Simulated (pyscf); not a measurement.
# Four-centre exchange: SnH₂ [singlet] + H₂S → HS–SnH: [singlet] + hydrogen (H₂)

Gas phase, singlet surface, charge 0. Bonds broken: Sn1–H2, S4–H5. Bonds formed: Sn1–S4, H2–H5. Optimised with ωB97X-D3(BJ)/def2-SVP in PySCF.

Transition state (Å):

```xyz
6

Sn     0.4892     1.6944    -0.0080
H      0.9516     0.3599    -1.3518
H      1.5487     0.8085     1.0974
S     -1.1781    -0.4180     0.0524
H      0.1183    -0.1903    -0.9413
H     -0.4552    -1.1495     0.9210
```

One imaginary mode, 1301i cm⁻¹; descent along it reached the two sides named, in the forms told below.

```
bond    change  reactant side (Å)  saddle  product side
------  ------  -----------------  ------  ------------
Sn1–H2  breaks              1.774   1.949           2.9
S4–H5   breaks              1.346   1.649           3.3
Sn1–S4   forms                2.8     2.7         2.430
H2–H5    forms                3.2   1.080         0.762
```

Electronic energies relative to the separated reactants (kcal/mol):

```json
[
 {"level": "ωB97X-D3(BJ)/def2-TZVP", "barrier": "-2.5", "reaction energy": "-27.6", "reverse barrier": "25.0"},
 {"level": "PBE/def2-TZVP", "barrier": "-7.9", "reaction energy": "-25.8", "reverse barrier": "17.9"},
 {"level": "r²SCAN/def2-TZVP", "barrier": "-7.2", "reaction energy": "-26.3", "reverse barrier": "19.2"},
 {"level": "B3LYP-D3(BJ)/def2-TZVP", "barrier": "-2.5", "reaction energy": "-25.3", "reverse barrier": "22.7"},
 {"level": "PBE0-D3(BJ)/def2-TZVP", "barrier": "-5.4", "reaction energy": "-24.7", "reverse barrier": "19.3"},
 {"level": "M06-2X/def2-TZVP", "barrier": "-0.4", "reaction energy": "-26.1", "reverse barrier": "25.8"},
 {"level": "ωB97M-D3(BJ)/def2-TZVP", "barrier": "1.9", "reaction energy": "-22.0", "reverse barrier": "23.9"},
 {"level": "HF/def2-TZVP", "barrier": "19.5", "reaction energy": "-17.7", "reverse barrier": "37.2"}
]
```

With ωB97M-D3(BJ)/def2-TZVP energies and thermal terms (ideal gas, 1 atm, RRHO with modes under 100 cm⁻¹ raised to 100, one conformer, R ln 2 for chiral ones without a mode under 150 cm⁻¹), in kcal/mol:

```json
[
 {"T (K)": "298", "ΔH‡": "1.9", "ΔG‡": "11.7", "ΔH": "-22.0", "ΔG": "-20.2"},
 {"T (K)": "600", "ΔH‡": "1.9", "ΔG‡": "21.8", "ΔH": "-21.0", "ΔG": "-18.8"},
 {"T (K)": "900", "ΔH‡": "2.5", "ΔG‡": "31.6", "ΔH": "-20.3", "ΔG": "-17.9"},
 {"T (K)": "1200", "ΔH‡": "3.3", "ΔG‡": "41.2", "ΔH": "-19.8", "ΔG": "-17.2"}
]
```

On the reactant side the descent ends in an adduct with a S–Sn contact, 16.5 kcal/mol under the separated species and 14.0 kcal/mol under the saddle at ωB97X-D3(BJ)/def2-TZVP. At ωB97X-D3(BJ)/def2-TZVP, PBE, r²SCAN, B3LYP-D3(BJ), PBE0-D3(BJ), M06-2X the saddle lies under the separated reactants, which points to a path from their complex (located at ωB97X-D3(BJ) alone). What is counted as formed (S–Sn) is already present as a longer contact in the reactant adduct; forming that adduct is a step of its own. One saddle was located; it need not be the lowest between these sides. Elements past Kr carry the def2 core potentials, without spin-orbit coupling.
